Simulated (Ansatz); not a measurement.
## hcp Be: equilibrium volume per atom by level of theory

No measured value is used here.

| level (code) | value (Å³/atom) |
|---|---|
| LDA (Ansatz) | (withheld) |
| PBE (Ansatz) | 7.91 |
| rVV10 (Ansatz) | 7.80 |
| r²SCAN (Ansatz) | 7.91 |
| HSE06 (Ansatz) | 7.87 |

**Question.** Some entries are withheld; supply them.

**Answer.** 
- LDA (Ansatz, a quantum-chemistry and plane-wave program), value (Å³/atom): 7.55

HSE06: exact exchange on metals is sensitive to the k mesh and can open a false gap. Cutoffs and k meshes differ between the levels. Ansatz's density-functional and Hartree–Fock values are scalar-relativistic unless marked +SOC, with PAW data made under PBE.
